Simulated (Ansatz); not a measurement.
## HOSi: how the vertical ionisation to the singlet moves with the basis

HOSi, doublet; coordinates (Å): Si 0.000 0.031 0.632; O 0.000 -0.099 -1.013; H 0.000 0.706 -1.540. Quantity: vertical ionisation to the singlet.

Ansatz 0.2.0, basis 6-31G or cc-pVDZ or cc-pVTZ; geometries are PBE0/def2-TZVP minima. Wave-function levels freeze the cores; HF, MP2 and coupled cluster are restricted for singlets and unrestricted otherwise, Kohn–Sham unrestricted where that lies lower. The reference is CCSDT(Q) or CCSDTQ or full CI (coupled cluster only where its series has nearly closed). Semilocal and hybrid functionals correlate all electrons outside any core potential and usually lie nearer their basis limit than the reference, so part of their error here is the reference's basis and frozen-core error; RPA and the MP2 part of double hybrids freeze the same cores as the reference. None of these values is a measured one. Energies are electronic, without zero-point terms. No spin–orbit coupling and no scalar relativity. The species are chosen: bound, without strong static correlation by their natural occupations or amplitudes, in their lowest spin state as far as vertical gaps and like structures tell, with only the lowest ion state computed, and with a ladder that closes on the reference, so errors are smaller than for species at large; levels whose determinant breaks symmetry or spin markedly are left out.

```json
{"level": "reference", "6-31G (eV)": "6.507 (full CI)", "cc-pVDZ (eV)": "6.666 (CCSDTQ)", "cc-pVTZ (eV)": "6.914 (CCSDT(Q))"}
{"level": "HF", "6-31G (eV)": "6.872", "cc-pVDZ (eV)": "6.650", "cc-pVTZ (eV)": "6.677"}
{"level": "MP2", "6-31G (eV)": "6.549", "cc-pVDZ (eV)": "6.610", "cc-pVTZ (eV)": "6.800"}
{"level": "CCSD", "6-31G (eV)": "6.557", "cc-pVDZ (eV)": "6.697", "cc-pVTZ (eV)": "6.917"}
{"level": "CCSD(T)", "6-31G (eV)": "6.511", "cc-pVDZ (eV)": "6.669", "cc-pVTZ (eV)": "6.911"}
{"level": "CCSDT", "6-31G (eV)": "6.512", "cc-pVDZ (eV)": "6.669", "cc-pVTZ (eV)": "6.918"}
{"level": "PBE", "6-31G (eV)": "7.124", "cc-pVDZ (eV)": "6.960", "cc-pVTZ (eV)": "7.018"}
{"level": "r2SCAN", "6-31G (eV)": "7.264", "cc-pVDZ (eV)": "7.116", "cc-pVTZ (eV)": "7.154"}
```

From 6-31G to cc-pVTZ the reference moves by 0.407 eV and PBE by -0.106 (over all sets PBE spans 0.164); the step from CCSD(T) to the reference is -0.004 in the first and 0.003 in the last.
